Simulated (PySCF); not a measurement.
Molecule: 1,5-hexadiyne, C$_{6}$H$_{6}$.

Bonds (- single, = double, # triple, : aromatic): C1#C2 1.211 Å, C2-C3 1.456 Å, C3-C4 1.538 Å, C4-C5 1.456 Å, C5#C6 1.211 Å. C1 carries H7; C3 carries H8, H9; C4 carries H10, H11; C6 carries H12.

Spin–spin couplings on one PBE0-D3(BJ)/def2-SVP geometry, PySCF 2.14, gas phase, non-relativistic, equivalent pairs averaged (without the spin–dipole term); isotopes ¹³C, ¹H; basis pcJ-1.

Question: How do the couplings (Hz) change with the functional? Times are CPU seconds on shared hosts with different chips, so compare them loosely.

Answer: 
| functional | functions | ¹J(C1,H7) | ¹J(C1,C2) | ¹J(C3,H8) | ¹J(C2,C3) | ¹J(C3,C4) | ²J(C2,H7) | ²J(H8,H9) | core-s |
| --- | --- | --- | --- | --- | --- | --- | --- | --- | --- |
| LDA | 222 | 217.3 | 174.7 | 106.1 | 54.1 | 20.1 | 46.2 | -12.5 | 14 |
| PBE | 222 | 251.8 | 186.1 | 128.2 | 66.0 | 29.7 | 50.4 | -17.2 | 20 |
| KT2 | 222 | 277.5 | 169.8 | 136.2 | 54.3 | 22.2 | 55.0 | -23.5 | 20 |
| PBE0 | 222 | 258.4 | 192.2 | 133.0 | 72.7 | 35.1 | 49.6 | -19.9 | 26 |
| B97-2 | 222 | 248.2 | 192.2 | 125.9 | 71.7 | 34.1 | 47.2 | -17.5 | 24 |
| BHandHLYP | 222 | 290.1 | 213.1 | 151.8 | 87.0 | 46.0 | 49.9 | -23.8 | 45 |
| CAM-B3LYP | 222 | 268.2 | 196.5 | 137.8 | 74.5 | 36.4 | 52.9 | -20.0 | 57 | Left out for a near triplet instability: HF/pcJ-1.
